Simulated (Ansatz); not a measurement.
# CF2 (triplet): wave-function methods side by side, def2-TZVPP

An exercise on one series of results from a longer session: the logs are not shown, and one member is left open.

The runs use Ansatz 0.2.0, Gaussian basis; def2-TZVPP, core rule «outside noble gas», up to 3 orbitals frozen.

To be run: UHF; ROHF; CCSD(T) on UHF.

2 further runs of the same task are left out: 2 set aside as unsound or not needed.

**The geometry**

The geometry is a PBE0/def2-TZVP stationary point (not a proven minimum) of the parent state, kept for this charge and spin.

3 atoms, charge 0, spin multiplicity 3.

Atoms are counted from 1 here; the program's logs count them from 0.

Bond lengths: C1–F2 1.296 Å, C1–F3 1.296 Å. Angles: F2–C1–F3 104.7°.

Set-up of the first run:

Contents of in.yaml:

```yaml
crystal:
  periodic: [false, false, false]
  atoms:
    - {symbol: C, position_ang: [0.000000, -0.601241, 0.000000]}
    - {symbol: F, position_ang: [0.000000, 0.190051, -1.026410]}
    - {symbol: F, position_ang: [0.000000, 0.190051, 1.026410]}
basis:
  gaussian: {orbitals: def2-TZVPP}
magnetization: {spin_polarized: true, initial_magnetization: 2}
hamiltonian: {xc: hf}
output: {orbitals: {seedname: orbitals}}
```

On the command line:

```console
$ ansatz run in.yaml --threads 1 --pin off --events-out ev --progress --plain --max-ram 2816MiB --backend cpu
```

Among the steps run: UHF; ROHF; CCSD(T) on UHF.

One of the session's tables, all rows but one given; the rest of the session is left out.

It belongs to the step «Misses and costs». 

```
  method  from UCCSD(T) (kJ/mol)
    ROHF                 +1635.2
     UHF                 +1625.8
    UMP2                   +71.2
   UCCSD                       ?
UCCSD(T)                       0
```

**Question.** Estimate the row for UCCSD.

**Answer.** from UCCSD(T) (kJ/mol): +48.1. In the column «from UCCSD(T) (kJ/mol)» it lies between UCCSD(T) (0) and UMP2 (+71.2).
